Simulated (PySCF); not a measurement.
**Neon: a sound run and one with changed settings**

Sound run: Ne [Ne], Ne⁺ [He] 2s2 2p5. All numbers are calculated (PySCF 2.14, no relativity, point nucleus, in def2-SVP (3s2p1d, 14 functions)). In the sound run the correlated levels freeze 1s2. The sound run starts from symmetry-adapted Hartree-Fock orbitals and uses a fine grid where one is needed.

Changed run: all electrons correlated in a basis built for the valence shell.

| species | method | sound run (hartree) | changed run (hartree) | converged |
| --- | --- | --- | --- | --- |
| Ne | MP2 | -128.55998 | -128.56186 | yes |
| Ne | CCSD(T) | -128.56476 | -128.56644 | yes |
| Ne⁺ | MP2 | -127.77835 | -127.78007 | yes |
| Ne⁺ | CCSD(T) | -127.79004 | -127.79161 | yes |

Ionisation energy of Ne:

| method | sound run (eV) | changed run (eV) |
| --- | --- | --- |
| UHF | 19.813 | 19.813 |
| MP2 | 21.269 | 21.274 |
| SCS-MP2 | 21.142 | 21.144 |
| CCSD | 21.082 | 21.085 |
| CCSD(T) | 21.081 | 21.084 |

A valence basis has no tight correlating functions, so it recovers only part of the core correlation, and not evenly between atom and ion.

For comparison, NIST gives 21.565 eV between the lowest levels.
